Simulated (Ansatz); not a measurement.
Reaction (SMILES): [O]Cl (O-Cl) → Cl atom + O atom
B3LYP-D3(BJ)/def2-TZVP geometries, fixed; electronic energies without zero-point terms.
Largest species:
```
Cl
O 1 1.5797
```
Charge 0, spin multiplicity 2.

The atomisation energy at CCSD(T) with Ansatz (an electronic-structure program), in kcal/mol, split into its Hartree-Fock and correlation parts. Cores are frozen. Open shells are unrestricted. No added dispersion term, no relativity. Functions are those of the species that has most.

```tsv
basis	X	functions	Hartree-Fock	CCSD(T)
aug-cc-pV(D+d)Z	2	55	2.25	51.31
aug-cc-pV(T+d)Z	3	101	5.77	59.96
aug-cc-pV(Q+d)Z	4	169	6.22	62.57
```

Worked estimate of the basis-set limit from each neighbouring pair, with Hartree-Fock from the larger set and the correlation part extrapolated as X^-3.
Correlation parts: X = 2: 49.06, X = 3: 54.19, X = 4: 56.35.
- (2,3): (27·(54.19) - 8·(49.06))/19 = 56.35; with Hartree-Fock 5.77 the estimate is 62.12 kcal/mol.
- (3,4): (64·(56.35) - 27·(54.19))/37 = 57.93; with Hartree-Fock 6.22 the estimate is 64.15 kcal/mol.
The last two estimates differ by 2.03 kcal/mol; the largest set lies 1.58 from the last. Over the last step Hartree-Fock moves by 0.45 and the correlation part by 2.16.
